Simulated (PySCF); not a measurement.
PySCF input (TPSSh/def2-TZVPD):

```python
from pyscf import gto, scf, dft

mol = gto.M(
    atom='''
    S     0.00640256    0.00047292    0.29069695
    O    -0.02787847    1.30229518   -0.29234333
    O     0.01507336   -1.30324101   -0.28905056
    ''',
    basis='def2-tzvpd',
    charge=1,
    spin=1,
    verbose=4,
)

mf = dft.UKS(mol, xc='tpssh').density_fit(auxbasis='def2-universal-jkfit')
mf.grids.level = 3
mf.conv_tol = 1e-9
mf.max_cycle = 100
mf.max_memory = 1500
mf.kernel()
if not mf.converged:
    mf = mf.newton()
    mf.kernel(mf.make_rdm1())
for _ in range(2):
    mo, _, stable, _ = mf.stability(return_status=True)
    if stable:
        break
    mf.kernel(mf.make_rdm1(mo, mf.mo_occ))
mf.analyze()
```

End of the output:

```
Extra cycle  E= -548.282023807565  delta_E= 3.41e-13  |g|= 2.67e-06  |ddm|= 3.51e-06
converged SCF energy = -548.282023807565  <S^2> = 0.75660984  2S+1 = 2.006599
uhf_internal: lowest eigs of H = [0.10823595 0.13240529 0.22482029]
<class 'pyscf.df.df_jk.DFUKS'> wavefunction is stable in the internal stability analysis
**** SCF Summaries ****
Total Energy =                        -548.282023807564769
Nuclear Repulsion Energy =             107.940542053012877
One-electron Energy =                 -959.396066791495969
Two-electron Energy =                  303.173500930918294
Two-electron Coulomb Energy =          345.703530490861453
DFT Exchange-Correlation Energy =      -42.530029559943152
HOMO-LUMO gap [eV] =                     2.728311340016833
**** MO energy ****
                             alpha | beta                alpha | beta
MO #1   energy= -89.2435486581192  | -89.2417683936059  occ= 1 | 1
MO #2   energy= -19.4845480304758  | -19.4741077012714  occ= 1 | 1
MO #3   energy= -19.4845355408694  | -19.4740937922649  occ= 1 | 1
MO #4   energy= -8.37123663186943  | -8.36897719861764  occ= 1 | 1
MO #5   energy= -6.32082238375297  | -6.31904522201355  occ= 1 | 1
MO #6   energy= -6.31858606632969  | -6.31714120800476  occ= 1 | 1
MO #7   energy= -6.31824641802071  | -6.31370337364965  occ= 1 | 1
MO #8   energy= -1.47195561235222  | -1.45141572794221  occ= 1 | 1
MO #9   energy= -1.39544275942593  | -1.37060275601635  occ= 1 | 1
MO #10  energy= -0.956052004499711 | -0.92205801468819  occ= 1 | 1
MO #11  energy= -0.822039465899211 | -0.796556534404528 occ= 1 | 1
MO #12  energy= -0.807546971044234 | -0.787934819761687 occ= 1 | 1
MO #13  energy= -0.804518373938718 | -0.783694628278124 occ= 1 | 1
MO #14  energy= -0.699427092571258 | -0.693587308461149 occ= 1 | 1
MO #15  energy= -0.695761851111052 | -0.674696445901724 occ= 1 | 1
MO #16  energy= -0.662361994434296 | -0.562098401171845 occ= 1 | 0
MO #17  energy= -0.461816237706913 | -0.442809945939338 occ= 0 | 0
MO #18  energy= -0.322462120281592 | -0.307938714514393 occ= 0 | 0
MO #19  energy= -0.206135000017396 | -0.187369361636255 occ= 0 | 0
MO #20  energy= -0.163271025791339 | -0.156167652851229 occ= 0 | 0
MO #21  energy= -0.128600047152437 | -0.124484486011606 occ= 0 | 0
MO #22  energy= -0.119414656718946 | -0.11448946055773  occ= 0 | 0
MO #23  energy= -0.111743743442673 | -0.103349717544631 occ= 0 | 0
MO #24  energy= -0.103174501010412 | -0.0946020849565914 occ= 0 | 0
MO #25  energy= -0.0926030934536914 | -0.0870717999246485 occ= 0 | 0
MO #26  energy= -0.0589817561540827 | -0.0565532176148539 occ= 0 | 0
MO #27  energy= -0.0539089020538142 | -0.0527944946232911 occ= 0 | 0
MO #28  energy= -0.0530505212488867 | -0.0500718070883007 occ= 0 | 0
MO #29  energy= -0.013611161164685 | -0.0100351780616742 occ= 0 | 0
MO #30  energy= -0.00420056905755409 | -0.00194933990630988 occ= 0 | 0
MO #31  energy= 0.0129179506420221 | 0.015113812832289  occ= 0 | 0
MO #32  energy= 0.0156057993911527 | 0.0176549731785607 occ= 0 | 0
MO #33  energy= 0.0426606124108114 | 0.0461073721429758 occ= 0 | 0
MO #34  energy= 0.0487347387437488 | 0.0518273082340173 occ= 0 | 0
MO #35  energy= 0.0933685845778297 | 0.0965027904904208 occ= 0 | 0
MO #36  energy= 0.103434599952166  | 0.112287731660102  occ= 0 | 0
MO #37  energy= 0.122536274538552  | 0.13225520082096   occ= 0 | 0
MO #38  energy= 0.132775899877169  | 0.147450473722078  occ= 0 | 0
MO #39  energy= 0.157149677918498  | 0.161333956245709  occ= 0 | 0
MO #40  energy= 0.170319880303448  | 0.17617150003267   occ= 0 | 0
MO #41  energy= 0.175761666963581  | 0.177579148364468  occ= 0 | 0
MO #42  energy= 0.186926750301987  | 0.190044556979175  occ= 0 | 0
MO #43  energy= 0.232362252210664  | 0.240402904358885  occ= 0 | 0
MO #44  energy= 0.238459844494993  | 0.241065314643408  occ= 0 | 0
MO #45  energy= 0.240602700342293  | 0.247472995855652  occ= 0 | 0
MO #46  energy= 0.243718550601443  | 0.251519297414126  occ= 0 | 0
MO #47  energy= 0.247323485125964  | 0.253213208677257  occ= 0 | 0
MO #48  energy= 0.319396105204655  | 0.322538018453026  occ= 0 | 0
MO #49  energy= 0.329588600377031  | 0.333924102586135  occ= 0 | 0
MO #50  energy= 0.331914034607367  | 0.337953113050598  occ= 0 | 0
MO #51  energy= 0.349382290902382  | 0.351217764572279  occ= 0 | 0
MO #52  energy= 0.439059723668215  | 0.444199499931635  occ= 0 | 0
MO #53  energy= 0.490395767121114  | 0.503910153342086  occ= 0 | 0
MO #54  energy= 0.497889799717537  | 0.510127390349005  occ= 0 | 0
MO #55  energy= 0.550113426485239  | 0.557083967806997  occ= 0 | 0
MO #56  energy= 0.566696981599055  | 0.569993293109494  occ= 0 | 0
MO #57  energy= 0.596705542102055  | 0.598730405072426  occ= 0 | 0
MO #58  energy= 0.600567147490511  | 0.610756136727462  occ= 0 | 0
MO #59  energy= 0.603864787201651  | 0.611500611367896  occ= 0 | 0
MO #60  energy= 0.657257090545257  | 0.664384193635389  occ= 0 | 0
MO #61  energy= 0.686627966772376  | 0.692173123442021  occ= 0 | 0
MO #62  energy= 0.739755094220852  | 0.746902544458096  occ= 0 | 0
MO #63  energy= 0.747589015473101  | 0.760587067487555  occ= 0 | 0
MO #64  energy= 1.11570970613152   | 1.12155177819143   occ= 0 | 0
MO #65  energy= 1.12658302620305   | 1.14244630143705   occ= 0 | 0
MO #66  energy= 1.14869831034867   | 1.1572593178514    occ= 0 | 0
MO #67  energy= 1.18945440928219   | 1.20376962485934   occ= 0 | 0
MO #68  energy= 1.20147050041503   | 1.21865744581097   occ= 0 | 0
MO #69  energy= 1.21587248932582   | 1.23517230597041   occ= 0 | 0
MO #70  energy= 1.32467431156678   | 1.33991337899755   occ= 0 | 0
MO #71  energy= 1.32849325411237   | 1.34668673388965   occ= 0 | 0
MO #72  energy= 1.39654277417612   | 1.40741179582732   occ= 0 | 0
MO #73  energy= 1.4009848775102    | 1.40845123513492   occ= 0 | 0
MO #74  energy= 1.41905713559251   | 1.42316494287992   occ= 0 | 0
MO #75  energy= 1.4492967261921    | 1.47104225153551   occ= 0 | 0
MO #76  energy= 1.48224426455958   | 1.49387578321664   occ= 0 | 0
MO #77  energy= 1.48602873831899   | 1.49709200471826   occ= 0 | 0
MO #78  energy= 1.55752922468785   | 1.56773802958982   occ= 0 | 0
MO #79  energy= 1.72145104229728   | 1.73941980182149   occ= 0 | 0
MO #80  energy= 1.74281739766119   | 1.75067408615345   occ= 0 | 0
MO #81  energy= 1.82474095202273   | 1.84058935948446   occ= 0 | 0
MO #82  energy= 1.9483591978052    | 1.96343851670525   occ= 0 | 0
MO #83  energy= 1.99764268926593   | 2.00526369508464   occ= 0 | 0
MO #84  energy= 1.99908729964874   | 2.01390843567108   occ= 0 | 0
MO #85  energy= 2.07140335653422   | 2.08256598778692   occ= 0 | 0
MO #86  energy= 2.09151340673497   | 2.10856476730365   occ= 0 | 0
MO #87  energy= 2.22638922078255   | 2.23900876106926   occ= 0 | 0
MO #88  energy= 2.31463960465408   | 2.3339993355369    occ= 0 | 0
MO #89  energy= 2.55456731288176   | 2.57854357582639   occ= 0 | 0
MO #90  energy= 2.56895654746807   | 2.58092932429697   occ= 0 | 0
MO #91  energy= 2.59531748638579   | 2.6052034611671    occ= 0 | 0
MO #92  energy= 2.77495088811776   | 2.79307768882659   occ= 0 | 0
MO #93  energy= 2.80450269100828   | 2.82300725100747   occ= 0 | 0
MO #94  energy= 2.89590594443772   | 2.91517184633577   occ= 0 | 0
MO #95  energy= 3.1766406294798    | 3.19492344696616   occ= 0 | 0
MO #96  energy= 3.81264084898963   | 3.83079047317843   occ= 0 | 0
MO #97  energy= 4.77230554398287   | 4.78589294165095   occ= 0 | 0
MO #98  energy= 4.77442633156141   | 4.78795461711764   occ= 0 | 0
MO #99  energy= 4.77734369467102   | 4.79565188927551   occ= 0 | 0
MO #100 energy= 4.7803579932637    | 4.79824286875337   occ= 0 | 0
MO #101 energy= 4.81290798713218   | 4.8350019673944    occ= 0 | 0
MO #102 energy= 4.88681428778537   | 4.89821803486404   occ= 0 | 0
MO #103 energy= 4.89791592009005   | 4.90994026179263   occ= 0 | 0
MO #104 energy= 4.91851389838344   | 4.93901976192055   occ= 0 | 0
[...]
```
